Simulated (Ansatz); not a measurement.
The input, for Ansatz 0.2.0:

```yaml
crystal:
  periodic: [false, false, false]
  atoms:
    - {symbol: C, position_ang: [0.000000, 0.000000, 0.000000]}
    - {symbol: S, position_ang: [0.000000, 0.000000, 1.833000]}
basis:
  gaussian: {orbitals: 6-31G}
total_charge: 1
magnetization: {spin_polarized: false, initial_magnetization: 3}
correlation: {method: ccsdtq, electrons: outside_noble_gas}
```

```sh
$ ansatz run in.yaml --threads 1 --pin off --events-out ev --progress --plain --max-ram 2393MiB
```

Log:

```
451 factors; integrals over basis functions are off by at most 5.1e-8 eV
mean field evaluation 1: about -11829.9637 eV, gradient 7.6e0 eV
mean field evaluation 2: about -11830.0503 eV, gradient 7.9e0 eV
mean field evaluation 4: about -11830.7911 eV, gradient 3.3e0 eV
mean field evaluation 8: about -11830.9876 eV, gradient 1.6e-1 eV
mean field evaluation 16: about -11831.0582 eV, gradient 5.5e-1 eV
mean field evaluation 32: about -11830.6949 eV, gradient 3.2e0 eV
mean field evaluation 64: about -11830.9833 eV, gradient 7.6e-1 eV
mean field evaluation 96: about -11831.4090 eV, gradient 7.8e-1 eV
mean field evaluation 128: about -11831.0152 eV, gradient 2.3e-1 eV
mean field evaluation 160: about -11829.9804 eV, gradient 9.5e0 eV
...
mean field -11831.42302555 eV, -434.7967765625 hartree, gradient 1.8e-6 eV, S^2 3.750000; 12 other end points of the search recorded, 0 dependent functions left out
...
determinant -11831.42302555 eV, -434.7967765625 hartree, with singles and doubles -11834.39074701 eV, -434.9058383145 hartree
determinant -11831.01552502 eV, -434.7818011941 hartree, with singles and doubles -11833.47967767 eV, -434.8723571337 hartree
determinant -11830.98833176 eV, -434.7808018604 hartree, with singles and doubles -11833.69516227 eV, -434.8802760469 hartree
6 core orbitals not correlated: weight in the atoms' cores, before any rotation towards them, 1.000 or more for the frozen orbitals, at most 0.000 for the correlated occupied ones
reference -11831.42302555 eV, -434.7967765625 hartree; 6, 3 occupied and 10, 13 virtual orbitals, 451 factors
second order -2.07016027 eV of doubles, -0.04517960 eV of singles
...
cycle  28  -3.63923431 eV  change    1.8e-5 eV  update   1.0e-5
cycle  29  -3.63922998 eV  change    4.3e-6 eV  update   6.1e-6
cycle  30  -3.63923107 eV  change   -1.1e-6 eV  update   4.6e-6
cycle  31  -3.63923824 eV  change   -7.2e-6 eV  update   2.9e-6
cycle  32  -3.63924478 eV  change   -6.5e-6 eV  update   2.0e-6
cycle  33  -3.63924669 eV  change   -1.9e-6 eV  update   1.2e-6
cycle  34  -3.63924676 eV  change   -6.7e-8 eV  update   8.5e-7
cycle  35  -3.63924743 eV  change   -6.7e-7 eV  update   5.5e-7
cycle  36  -3.63924768 eV  change   -2.4e-7 eV  update   3.4e-7
cycle  37  -3.63924774 eV  change   -6.8e-8 eV  update   2.9e-7
WARN: these amplitudes may be one of several solutions (largest doubles amplitude 0.98, level shift 0.00 eV)
Total energy: -11835.06227330 eV, -434.9305164504 hartree
```

The T1 diagnostic is 0.085.

For the same geometry and basis full CI lies 3.2 meV lower. By full CI's occupations no single determinant describes the state well. The program flagged this run's energy as in doubt. The determinant fills πx and πy unequally, so it is a mixture of Σ and Δ.

Ran on 1 thread of Arm Neoverse V2, shared host: 31 s wall, 0.29 GiB peak host memory.
